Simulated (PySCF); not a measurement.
## Working with the constants of MgS

RHF-CCSD(T) constants of MgS, ¹Σ⁺ (singlet), closed shell (PySCF, no relativity, basis sets Mg def2-SVPD, S def2-SVPD; masses 23.9850 and 31.9721 u):

```
ωe           : 482.2 cm⁻¹
ωexe         : 2.38 cm⁻¹
Be           : 0.25089 cm⁻¹
αe           : 0.00163 cm⁻¹
De to Mg + S : 1.67 eV
```

(1) What force constant and bond length do these constants imply?

(2) Estimate the centrifugal constant D from the Kratzer relation and find the Dunham coefficient a1.

Correlated steps freeze 6 core orbitals. Correlated levels converge slowly with the basis: in double zeta they bind strong bonds too weakly, by up to about 1 eV, and carry superposition errors of some tenths. Where the molecule has an RHF reference, its open-shell atoms are computed with UHF. The CCSD T1 diagnostic is raised, a sign that a single reference may not be enough here.

## Answers

(1) Reduced mass μred = 13.704 u; k = 5.8918×10⁻⁷·μred·ωe² (u, cm⁻¹, mdyn/Å) = 1.88 mdyn/Å; Re = √(16.8576/(μred·Be)) (u, cm⁻¹, Å) = 2.214 Å.

(2) D = 4Be³/ωe² = 2.72e-07 cm⁻¹; a1 = −1 − αeωe/(6Be²) = -3.08.
